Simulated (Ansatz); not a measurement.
Born–Oppenheimer molecular dynamics of C₃H₆ClF (11 atoms, charge 0, multiplicity 1). It starts at the highest image of a converged band. Of that band: The profile has 2 maxima (images 2, 5) with wells between them (image 3): this band takes more than one step, which may be the mechanism or a detour left from its start path. Neighbouring images differ by up to 3.1 eV, so the band resolves the path poorly. A vibrational analysis at the climbing image gives one clearly imaginary mode, 1855i cm⁻¹: a first-order saddle point.

Theory: UKS B3LYP/STO-3G (Ansatz 0.2.0).

| Item | Value |
| --- | --- |
| ensemble | NVE (velocity Verlet) |
| time step | 0.5 fs |
| steps asked | 200 |
| starting velocities drawn for | 300 K |
| seed | 11537 |

First frame:

```xyz
11
Properties=species:S:1:pos:R:3
Cl -1.071 -1.365 1.621
C -0.281 0.465 0.040
C -0.491 -0.244 -1.294
H -1.054 1.183 0.376
C 0.966 0.379 0.797
F 1.303 1.427 1.656
H 1.830 -0.043 0.238
H 0.408 -0.596 1.474
H 0.177 -1.114 -1.386
H -1.538 -0.563 -1.417
H -0.249 0.471 -2.106
```

(1) How far do the bonds stretch over the last three quarters of this one trajectory? (Pairs bonded in most of those frames.)

## Answers

(1) 
| bond | mean (Å) | spread (Å) | shortest | longest |
| --- | --- | --- | --- | --- |
| Cl1–C2 | 1.928 | 0.185 | 1.62 | 2.22 |
| C2–C3 | 1.594 | 0.093 | 1.40 | 1.71 |
| C2–H4 | 1.121 | 0.018 | 1.08 | 1.16 |
| C2–C5 | 1.637 | 0.079 | 1.48 | 1.79 |
| C3–H9 | 1.107 | 0.014 | 1.08 | 1.15 |
| C3–H10 | 1.106 | 0.013 | 1.08 | 1.14 |
| C3–H11 | 1.110 | 0.021 | 1.07 | 1.15 |
| C5–F6 | 1.428 | 0.041 | 1.34 | 1.52 |
| C5–H7 | 1.122 | 0.017 | 1.09 | 1.15 |
| C5–H8 | 1.122 | 0.020 | 1.09 | 1.17 |

Mean temperature of the second half: 1479 K. The conserved energy stayed within 0.24 meV per atom of its start (net change 0.065 meV per atom), so the integration is sound. The system heated up, since it started high on the potential surface and ran downhill. A run of 0.1 ps of so small a system gives no equilibrium averages. The orbitals stay closed-shell, which can raise the energy where a bond breaks towards radicals; this wasn't checked here. Limits of this set-up: minimal basis.

Time of the run: 9 min on 1 thread of Arm Neoverse V2, with other jobs on the host, peak memory 0.14 GiB.
